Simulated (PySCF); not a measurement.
## Spin-Hamiltonian simulation

Molecule: HC≡CCF(CH3)2 (SMILES CC(C#C)(C)F).

Molfile (atoms numbered from 1):
```
C5H7F
     RDKit          3D

 13 12  0  0  0  0  0  0  0  0999 V2000
    2.4129    0.6796    0.2993 C   0  0  0  0  0  0  0  0  0  0  0  0
    1.2203    0.4764    0.2955 C   0  0  0  0  0  0  0  0  0  0  0  0
   -0.2272    0.2142    0.2757 C   0  0  0  0  0  0  0  0  0  0  0  0
   -0.8285    0.6174   -1.0621 C   0  0  0  0  0  0  0  0  0  0  0  0
   -0.5150   -1.2360    0.6327 C   0  0  0  0  0  0  0  0  0  0  0  0
   -0.8219    1.0065    1.2519 F   0  0  0  0  0  0  0  0  0  0  0  0
    3.4715    0.8631    0.3061 H   0  0  0  0  0  0  0  0  0  0  0  0
   -0.6368    1.6818   -1.2539 H   0  0  0  0  0  0  0  0  0  0  0  0
   -0.3914    0.0266   -1.8790 H   0  0  0  0  0  0  0  0  0  0  0  0
   -1.9150    0.4495   -1.0383 H   0  0  0  0  0  0  0  0  0  0  0  0
   -1.6025   -1.3983    0.6499 H   0  0  0  0  0  0  0  0  0  0  0  0
   -0.0621   -1.9149   -0.1032 H   0  0  0  0  0  0  0  0  0  0  0  0
   -0.1048   -1.4663    1.6252 H   0  0  0  0  0  0  0  0  0  0  0  0
  1  2  3  0
  2  3  1  0
  3  4  1  0
  3  5  1  0
  3  6  1  0
  1  7  1  0
  4  8  1  0
  4  9  1  0
  4 10  1  0
  5 11  1  0
  5 12  1  0
  5 13  1  0
M  END
```

Computed data (PySCF): geometry from PBE0-D3(BJ)/def2-SVP, σ from GIAO-PBE0/pcSseg-1, B3LYP/pcJ-1 coupling constants (spin–dipole term only in couplings to heteroatoms). Gas phase, no relativistic terms, a single conformation, one averaged value for each set of equivalent atoms.

Referencing at the same level of theory: TMS for ¹H (31.27 ppm).

Shifts (ppm): F6 -162.4, H7 2.44, H8/H9/H10/H11/H12/H13 1.53.
Couplings (Hz): F6–H7: -5.2; F6–H8, F6–H9, F6–H10, F6–H11, F6–H12, F6–H13: 19.1; H7–H8, H7–H9, H7–H10, H7–H11, H7–H12, H7–H13: -0.3; H8–H9, H8–H10, H9–H10, H11–H12, H11–H13, H12–H13: -13.8; H8–H11, H8–H12, H8–H13, H9–H11, H9–H12, H9–H13 …: 0.5.

The 8-spin Hamiltonian (Zeeman plus full scalar coupling among like nuclei) was diagonalised exactly; lines are Lorentzian, 0.5 Hz wide, and the maxima above 3 % are listed with the tallest set to 100.

Q: Give the ¹H peak list of this spin system at 60 MHz.

A: 
```tsv
Hz	ppm	height
149.0	2.483	12
143.8	2.397	12
101.4	1.690	100
82.3	1.372	100
82.2	1.370	100
```

Q: And at 800 MHz?

A: 
| Hz | ppm | height |
| --- | --- | --- |
| 1954.6 | 2.443 | 12 |
| 1949.4 | 2.437 | 12 |
| 1233.6 | 1.542 | 100 |
| 1233.5 | 1.542 | 100 |
| 1214.5 | 1.518 | 100 |
| 1214.4 | 1.518 | 100 |
